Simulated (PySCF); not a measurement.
C5H4N (doublet state).
Structure used (GFN2-xTB), in Å, numbered top down from 1:
```
atom  x, y, z in Å
C1     2.365   -0.926    0.159
C2     1.415   -0.169    0.080
C3     0.340    0.661    0.031
C4    -1.029    0.206    0.420
C5    -1.811    0.028   -0.785
N6    -2.393   -0.097   -1.761
H7     3.194   -1.566    0.204
H8     0.452    1.657   -0.367
H9    -1.532    0.956    1.041
H10   -0.991   -0.746    0.957
```

The hyperfine couplings belong to this conformer and change with its torsions.

Identity: `C(#C)[CH]CC#N` [radical].

Method: UKS B3LYP, pcH-1 on C H N, non-relativistic, mean-field spin-orbit, GIAO in PySCF 2.14.0. Isolated species at its GFN2-xTB geometry (one conformer only). The geometry wasn't refined by DFT: couplings that depend on bond lengths, twists or pyramidal angles can differ widely from those at the functional's own minimum. The SCF solution wasn't tested for stability.

Problem. What is the g tensor, term by term?

Solution. 
```json
{"Δg (ppm)": "relativistic mass correction", "1": "-148", "2": "-148", "3": "-148"}
{"Δg (ppm)": "gauge correction", "1": "-1", "2": "32", "3": "30"}
{"Δg (ppm)": "orbital Zeeman/spin–orbit", "1": "2", "2": "594", "3": "911"}
{"Δg (ppm)": "total", "1": "-147", "2": "477", "3": "793"}
```

So g = 2.00217, 2.00280, 2.00311 and g_iso = 2.00269; the tensor is rhombic: the two nearest values differ by 34 % of g3 − g1. Axes: g3 points within 10° of the C1–C2 bond.

Problem. At 9.786 GHz, how far is the centre of the isotropic spectrum from where a free electron (g = 2.002319) resonates?

Solution. B = hν/(g μB) with μB/h = 13.99624 MHz/mT gives 349.19 mT for the free electron and 349.12 mT at g_iso, 0.07 mT lower.

Problem. What are the electron Larmor frequencies g μB B/h along the three axes at 350 mT?

Solution. 9.8080, 9.8111, 9.8126 GHz for g1, g2 and g3, a range of 4.6 MHz.

Problem. In a frozen sample, at which fields do the three g values resonate at 9.5, 34, 94 and 263 GHz (hyperfine left aside), and which band first spreads them over more than twice a line width of 0.5 mT?

Solution. 
```tsv
band	GHz	B(g3) mT	B(g2) mT	B(g1) mT	spread mT
X	9.5	338.85	338.90	339.01	0.16
Q	34.0	1212.72	1212.92	1213.29	0.57
W	94.0	3352.83	3353.35	3354.40	1.58
J	263.0	9380.78	9382.26	9385.18	4.41
```

The spread grows in proportion to the frequency. W band is the first where it exceeds 1.0 mT.

The Mulliken spin populations are largest on C3 (+0.77), C1 (+0.56) and C2 (-0.27). The angles at C3 add up to 359.8°, so it is planar; its axial dipolar tensor and the negative coupling of its proton fit spin in a p orbital normal to that plane.

The HOMO–LUMO gaps are 6.32 eV among the α and 5.04 eV among the β orbitals.
